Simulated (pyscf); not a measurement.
Thermochemistry of product channels of `[SiH3][Si]([SiH3])[SiH3]` [doublet] + `[SiH3][SiH3]` on the doublet surface, in kcal/mol, from ωB97M-D3(BJ)/def2-TZVP energies (ideal gas, 1 atm, RRHO with modes under 100 cm⁻¹ raised to 100, one conformer, R ln 2 for chiral ones without a mode under 150 cm⁻¹). Single points on ωB97X-D3(BJ)/def2-SVP structures (PySCF, gas phase).

| products | ΔE | ΔH(298 K) | ΔG(298 K) | ΔG(600 K) |
|---|---|---|---|---|
| `[SiH3][SiH]([SiH3])[SiH3]` + `[SiH2][SiH3]` [doublet] | +5.5 | +4.8 | +3.7 | +2.4 |
| `[SiH3][Si]([SiH3])([SiH3])[SiH3]` + `[SiH3]` [doublet] | +4.5 | +3.9 | +4.8 | +5.5 |

These are energies of the channels, which say nothing of barriers.
